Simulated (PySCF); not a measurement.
PySCF input (M06-2X/6-31G* (5d)):

```python
from pyscf import gto, dft

mol = gto.M(
    atom='''
    C    -0.00903452   -0.16590223   -1.17724503
    C     0.00142313    0.02613312    0.18544107
    N     0.01028281    0.18882474    1.33990349
    H     0.92041918   -0.21588433   -1.72503587
    H    -0.94673049   -0.26727414   -1.70346476
    ''',
    basis='6-31g*',
    charge=0,
    spin=1,
    verbose=4,
)

mf = dft.UKS(mol, xc='m062x')
mf.grids.level = 4
mf.conv_tol = 1e-9
mf.max_cycle = 100
mf.max_memory = 1500
mf.kernel()
if not mf.converged:
    mf = mf.newton()
    mf.kernel(mf.make_rdm1())
mo, _, stable, _ = mf.stability(return_status=True)
if not stable:
    mf.kernel(mf.make_rdm1(mo, mf.mo_occ))
    stable = mf.stability(return_status=True)[2]
mf.dip_moment()
```

Output:

```
PySCF version 2.14.0

[INPUT] verbose = 4
[INPUT] num. atoms = 5
[INPUT] num. electrons = 21
[INPUT] charge = 0
[INPUT] spin (= nelec alpha-beta = 2S) = 1
[INPUT] symmetry False subgroup None
[INPUT] Mole.unit = angstrom
[INPUT] Symbol           X                Y                Z      unit          X                Y                Z       unit  Magmom
[INPUT]  1 C     -0.009034520000  -0.165902230000  -1.177245030000 AA   -0.017072768467  -0.313509778155  -2.224670688205 Bohr   0.0
[INPUT]  2 C      0.001423130000   0.026133120000   0.185441070000 AA    0.002689325940   0.049384439580   0.350432834546 Bohr   0.0
[INPUT]  3 N      0.010282810000   0.188824740000   1.339903490000 AA    0.019431694691   0.356827044142   2.532050629449 Bohr   0.0
[INPUT]  4 H      0.920419180000  -0.215884330000  -1.725035870000 AA    1.739340169997  -0.407962258285  -3.259845349351 Bohr   0.0
[INPUT]  5 H     -0.946730490000  -0.267274140000  -1.703464760000 AA   -1.789061339875  -0.505074924779  -3.219081859248 Bohr   0.0

nuclear repulsion = 53.0863562031639
number of shells = 22
number of NR pGTOs = 89
number of NR cGTOs = 46
basis = 6-31g*
ecp = {}

******** <class 'pyscf.dft.uks.UKS'> ********
method = UKS
initial guess = minao
damping factor = 0
level_shift factor = 0
DIIS = <class 'pyscf.scf.diis.CDIIS'>
diis_start_cycle = 1
diis_space = 8
diis_damp = 0
SCF conv_tol = 1e-09
SCF conv_tol_grad = None
SCF max_cycles = 100
direct_scf = True
direct_scf_tol = 1e-13
number electrons alpha = 11  beta = 10
XC library pyscf.dft.libxc version 7.1.2
    S. Lehtola, C. Steigemann, M. J. T. Oliveira, and M. A. L. Marques,  SoftwareX 7, 1–5 (2018)
XC functionals = m062x
    Y. Zhao and D. G. Truhlar,  Theor. Chem. Acc. 120, 215 (2008)
    Y. Zhao and D. G. Truhlar,  Theor. Chem. Acc. 120, 215 (2008)
radial grids:
    Treutler-Ahlrichs [JCP 102, 346 (1995); DOI:10.1063/1.469408] (M4) radial grids

becke partition: Becke, JCP 88, 2547 (1988); DOI:10.1063/1.454033
pruning grids: <function nwchem_prune>
grids dens level: 4
symmetrized grids: False
atomic radii adjust function: <function treutler_atomic_radii_adjust>
small_rho_cutoff = 0
Set gradient conv threshold to 3.16228e-05
tot grids = 116512
init E= -132.344797519438
  alpha nocc = 11  HOMO = -0.209963273003058  LUMO = -0.00245534406013181
  beta  nocc = 10  HOMO = -0.370810413271827  LUMO = -0.209963273003058

WARN: HOMO -0.209963273003058 >= LUMO -0.209963273003058

cycle= 1 E= -131.981424392589  delta_E= 0.363  |g|= 0.263  |ddm|=  1.7
  alpha nocc = 11  HOMO = -0.293177858487008  LUMO = 0.0822411708580306
  beta  nocc = 10  HOMO = -0.336777271805681  LUMO = -0.109230006003123
  HOMO = -0.293177858487  LUMO = -0.109230006003  gap/eV = 5.00548
cycle= 2 E= -131.91627481356  delta_E= 0.0651  |g|= 0.488  |ddm|= 0.659
  alpha nocc = 11  HOMO = -0.304418140225353  LUMO = 0.0731776646876763
  beta  nocc = 10  HOMO = -0.391100487191151  LUMO = -0.0925481442889255
  HOMO = -0.304418140225  LUMO = -0.0925481442889  gap/eV = 5.76528
cycle= 3 E= -132.026619551218  delta_E= -0.11  |g|= 0.0251  |ddm|= 0.397
  alpha nocc = 11  HOMO = -0.308740742358814  LUMO = 0.0725536071566055
  beta  nocc = 10  HOMO = -0.39797473268975  LUMO = -0.0824555743760187
  HOMO = -0.308740742359  LUMO = -0.082455574376  gap/eV = 6.15753
cycle= 4 E= -132.027427929662  delta_E= -0.000808  |g|= 0.0101  |ddm|= 0.0618
  alpha nocc = 11  HOMO = -0.310376354815824  LUMO = 0.0751142428716136
  beta  nocc = 10  HOMO = -0.394932552908005  LUMO = -0.079648788133178
  HOMO = -0.310376354816  LUMO = -0.0796487881332  gap/eV = 6.27842
cycle= 5 E= -132.027565733779  delta_E= -0.000138  |g|= 0.00538  |ddm|= 0.0175
  alpha nocc = 11  HOMO = -0.311173485363483  LUMO = 0.0743184365433933
  beta  nocc = 10  HOMO = -0.395697629662003  LUMO = -0.0783069212791001
  HOMO = -0.311173485363  LUMO = -0.0783069212791  gap/eV = 6.33662
cycle= 6 E= -132.027605082681  delta_E= -3.93e-05  |g|= 0.00203  |ddm|= 0.00872
  alpha nocc = 11  HOMO = -0.311889121639336  LUMO = 0.0743324379127364
  beta  nocc = 10  HOMO = -0.395404445464917  LUMO = -0.0780854197932221
  HOMO = -0.311889121639  LUMO = -0.0780854197932  gap/eV = 6.36212
cycle= 7 E= -132.027613651231  delta_E= -8.57e-06  |g|= 0.000709  |ddm|= 0.00492
  alpha nocc = 11  HOMO = -0.311758491409285  LUMO = 0.0745234561160926
  beta  nocc = 10  HOMO = -0.395192492002204  LUMO = -0.077842088552353
  HOMO = -0.311758491409  LUMO = -0.0778420885524  gap/eV = 6.36519
cycle= 8 E= -132.027614915543  delta_E= -1.26e-06  |g|= 0.000304  |ddm|= 0.00183
  alpha nocc = 11  HOMO = -0.311837473594542  LUMO = 0.0744906652284949
  beta  nocc = 10  HOMO = -0.395226553848239  LUMO = -0.0779284138380198
  HOMO = -0.311837473595  LUMO = -0.077928413838  gap/eV = 6.36499
cycle= 9 E= -132.027615201383  delta_E= -2.86e-07  |g|= 0.000132  |ddm|= 0.000887
  alpha nocc = 11  HOMO = -0.311814976444241  LUMO = 0.074518014464549
  beta  nocc = 10  HOMO = -0.395183355558916  LUMO = -0.0779237307620995
  HOMO = -0.311814976444  LUMO = -0.0779237307621  gap/eV = 6.36450
cycle= 10 E= -132.027615264936  delta_E= -6.36e-08  |g|= 5.62e-05  |ddm|= 0.000494
  alpha nocc = 11  HOMO = -0.311816656397288  LUMO = 0.0745143472325998
  beta  nocc = 10  HOMO = -0.395190465687109  LUMO = -0.0779309182903778
  HOMO = -0.311816656397  LUMO = -0.0779309182904  gap/eV = 6.36436
cycle= 11 E= -132.027615273764  delta_E= -8.83e-09  |g|= 3.19e-05  |ddm|= 0.000194
  alpha nocc = 11  HOMO = -0.311817245275785  LUMO = 0.0745154274788757
  beta  nocc = 10  HOMO = -0.395187443194667  LUMO = -0.077931633900759
  HOMO = -0.311817245276  LUMO = -0.0779316339008  gap/eV = 6.36435
cycle= 12 E= -132.027615274633  delta_E= -8.69e-10  |g|= 1.87e-05  |ddm|= 4.16e-05
  alpha nocc = 11  HOMO = -0.31181716030144  LUMO = 0.0745135336106588
  beta  nocc = 10  HOMO = -0.395190733797505  LUMO = -0.0779314755740494
  HOMO = -0.311817160301  LUMO = -0.077931475574  gap/eV = 6.36435
Extra cycle  E= -132.027615274925  delta_E= -2.92e-10  |g|= 2.47e-05  |ddm|= 4.04e-05
converged SCF energy = -132.027615274925  <S^2> = 0.76825317  2S+1 = 2.0181706
uhf_internal: lowest eigs of H = [0.28292775 0.30119181 0.39840409]
<class 'pyscf.dft.uks.UKS'> wavefunction is stable in the internal stability analysis
Dipole moment(X, Y, Z, Debye): -0.02648, -0.48608, -3.44921
```
